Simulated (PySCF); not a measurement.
Dipole moment and polarisability across levels of theory

N₂.
InChI=1S/N2/c1-2

PySCF, dipoles from the SCF density, polarisabilities from static response with core orbitals frozen. Isolated species at its PBE0-D3(BJ)/def2-SVP geometry, gas phase.

Task: How do dipole and polarisability depend on functional and basis here?

Result: 

| level | α (Å³) | error (%) | anisotropy (Å³) |
| --- | --- | --- | --- |
| LDA/def2-SVPD | 1.65 | -3.3 | 0.79 |
| PBE/def2-SVPD | 1.64 | -3.8 | 0.80 |
| B3LYP/def2-SVPD | 1.63 | -4.8 | 0.80 |
| PBE0/def2-SVPD | 1.63 | -4.9 | 0.78 |
| BHandHLYP/def2-SVPD | 1.61 | -5.9 | 0.80 |
| CAM-B3LYP/def2-SVPD | 1.62 | -5.0 | 0.80 |
| wB97X-D/def2-SVPD | 1.66 | -3.0 | 0.79 |
| LC-wPBE/def2-SVPD | 1.62 | -5.2 | 0.78 |
| HF/def2-SVPD | 1.62 | -5.5 | 0.82 |
| PBE0/6-31G* | 1.25 | -27.2 | 1.08 |
| PBE0/def2-SVP | 1.24 | -27.7 | 1.03 |
| PBE0/6-31+G* | 1.52 | -11.0 | 1.09 |
| PBE0/aug-cc-pVDZ | 1.73 | +0.9 | 0.74 |
| PBE0/def2-TZVP | 1.54 | -9.9 | 0.96 |
| PBE0/def2-TZVPD | 1.73 | +1.4 | 0.73 |
| PBE0/aug-cc-pVTZ | 1.75 | +2.6 | 0.72 |

Reference polarisability: 1.710 Å³ (measured, gas; NIST CCCBDB Release 22 (SRD 101), experimental polarizabilities). Reference polarisability: 1.732 Å³ (computed, CCSD(T)/CBS, static electronic, isotropic average, equilibrium geometry, gas; Hait, Head-Gordon, Phys. Chem. Chem. Phys. 20 (2018) 19800). Errors are taken against the first value of each kind. The anisotropy is √(½[(α1 − α2)² + (α2 − α3)² + (α3 − α1)²]). For the polarisability, the smallest error is 0.9% (PBE0/aug-cc-pVDZ) and the largest 27.7% (PBE0/def2-SVP). The dipole stays under 0.05 D at every level. In one basis (def2-SVPD) the functionals order the polarisability from BHandHLYP (lowest) to wB97X-D (highest), a spread of 3%. With PBE0 the polarisability is 1.34 Å³ without diffuse functions (mean of 6-31G*, def2-SVP and def2-TZVP) and 1.67 Å³ with them (mean of 6-31+G*, def2-SVPD, aug-cc-pVDZ, def2-TZVPD and aug-cc-pVTZ). Measured values can belong to vibrating molecules; the computed ones are for one fixed geometry.
